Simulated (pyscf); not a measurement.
Structures and frequencies: ωB97X-D3(BJ)/def2-SVP in PySCF.

SMILES: [NH2][Hf]([NH2])([NH2])[NH2]
```xyz
13

N     -0.3451    -1.4676    -2.1464
Hf    -0.3050     0.1596    -0.8959
N      1.3235     1.3034    -1.3987
N     -2.0280     1.2559    -1.0988
N     -0.1707    -0.4479     1.0602
H     -1.1385    -1.8620    -2.6465
H      0.4842    -1.9996    -2.4072
H      2.0026     1.7405    -0.7799
H      1.6135     1.4842    -2.3587
H     -2.9153     0.9992    -0.6682
H     -2.1594     2.1436    -1.5782
H      0.0773    -1.3659     1.4220
H     -0.4048     0.1473     1.8536
```
Charge 0, spin multiplicity 1.

Problem. How much does it cost (ΔH, 298 K, ωB97M-D3(BJ)/def2-TZVP) to split `[NH2][Hf]([NH2])([NH2])[NH2]` at its H–N bond into [HN–Hf(NH₂)(NH₂)–NH₂]• + H•?

Solution. H–N to [HN–Hf(NH₂)(NH₂)–NH₂]• + H•: 460.0 kJ/mol. The 7 functionals that were run give +440.7 (r²SCAN) to +460.5 kJ/mol (M06-2X). The radicals are drawn with the spin at the cut bond; how far it spreads was not checked. Other isomers of [HN–Hf(NH₂)(NH₂)–NH₂]• were not searched in full and may lie lower. Open-shell species with a d-block atom are single-reference here; other states, and whether the spin sits on metal or ligand, were not checked. Elements past Kr carry the def2 core potentials, without spin-orbit coupling.
